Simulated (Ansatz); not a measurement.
**Multireference treatment of C2H4N2, singlet**

Calculated in Ansatz's Gaussian-basis code. Basis cc-pVTZ, nonrelativistic, 4 orbitals frozen in the corrections. State-specific CASSCF; RHF is the lowest restricted (open-shell) Hartree–Fock solution met. On stretched bonds single-reference methods can fail or change state. Solutions may break the symmetry of the shape. The lowest solution met needn't be the lowest there is, nor hold the orbitals that a chemist would pick.

Geometry:

```xyz
8

C     0.0000   -1.5442   -0.6368
N     0.0000   -0.2596   -0.6659
N     0.0000    0.2596    0.6659
C     0.0000    1.5442    0.6368
H     0.0000   -2.1100    0.2951
H     0.0000   -2.0704   -1.5866
H     0.0000    2.1100   -0.2951
H     0.0000    2.0704    1.5866
```

Problem. What do CASSCF and its corrections give against RHF in CAS(4,4), and what are the occupations?

Solution. CASSCF -1.793 eV, SC-NEVPT2 -19.723 eV; occupations 1.92, 1.89, 0.11, 0.08.

Problem. How do single-reference totals in the same basis and frozen core stand against SC-NEVPT2 in CAS(4,4)?

Solution. CCSD(T) -1.605 eV. Coupled cluster stands on the determinant that it favours, which can lie over the RHF solution above, and is in doubt where the occupations are far from 0, 1 and 2.
